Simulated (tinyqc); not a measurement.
Stretching all distances: RHF, UHF, MP2, CISD and CCSD against full CI in the sto-6g basis, for HF, spin multiplicity 1. Computed by the program tinyqc with PySCF. All coordinates are multiplied by the scale. c0^2 is the weight of the RHF determinant in the lowest singlet FCI state (UHF is spin-contaminated and may lie near states of higher spin) and n(LUMO) the first natural occupation beyond the occupied space.

Geometry (angstrom):

| atom | x | y | z |
|---|---|---|---|
| F | 0.0000 | 0.0000 | 0.0000 |
| H | 0.0000 | 0.0000 | 0.8810 |

Full CI energy (hartree) and errors against it (kcal/mol):

| scale | distance 1-2 (angstrom) | E(FCI) | RHF | UHF | MP2 | CISD | CCSD | <S^2> UHF | c0^2 | n(LUMO) |
|---|---|---|---|---|---|---|---|---|---|---|
| 0.910 | 0.802 | -99.47959 | 11.494 | 11.494 | 3.395 | 0.000 | 0.000 | 0.000 | 0.991 | 0.017 |
| 1.170 | 1.031 | -99.53110 | 22.460 | 22.460 | 8.116 | 0.000 | 0.000 | 0.000 | 0.975 | 0.050 |
| 1.690 | 1.489 | -99.45031 | 64.713 | 29.829 | 28.675 | 0.000 | 0.000 | 0.705 | 0.871 | 0.255 |
| 1.950 | 1.718 | -99.41739 | 94.866 | 16.346 | 42.294 | 0.000 | 0.000 | 0.885 | 0.782 | 0.431 |
| 2.210 | 1.947 | -99.39904 | 125.982 | 7.518 | 52.743 | 0.000 | 0.000 | 0.955 | 0.695 | 0.605 |
| 2.470 | 2.176 | -99.39039 | 153.712 | 3.143 | 56.020 | 0.000 | 0.000 | 0.983 | 0.626 | 0.744 |
| 2.730 | 2.405 | -99.38671 | 176.033 | 1.246 | 50.934 | 0.000 | 0.000 | 0.994 | 0.578 | 0.839 |
| 2.990 | 2.634 | -99.38522 | 192.981 | 0.477 | 38.593 | 0.000 | 0.000 | 0.998 | 0.547 | 0.901 |

Estimate the missing row, scale = 1.43.

Computed row:
```
scale  distance 1-2 (angstrom)     E(FCI)     RHF     UHF     MP2   CISD   CCSD  <S^2> UHF   c0^2  n(LUMO)
1.430                    1.260  -99.49560  39.969  37.630  16.504  0.000  0.000      0.232  0.937    0.124
```

UHF parts from RHF first at scale 1.43 of those listed, where <S^2> leaves zero. The weight c0^2 goes from 0.99 to 0.55 and n(LUMO) from 0.02 to 0.90: static correlation grows as the bonds break into open-shell fragments. The spread of the error along the curve, which distorts its shape, is CISD 0.0, CCSD 0.0, UHF 37.2, MP2 52.6, RHF 181.5 kcal/mol. With one virtual orbital CISD and CCSD are exact.
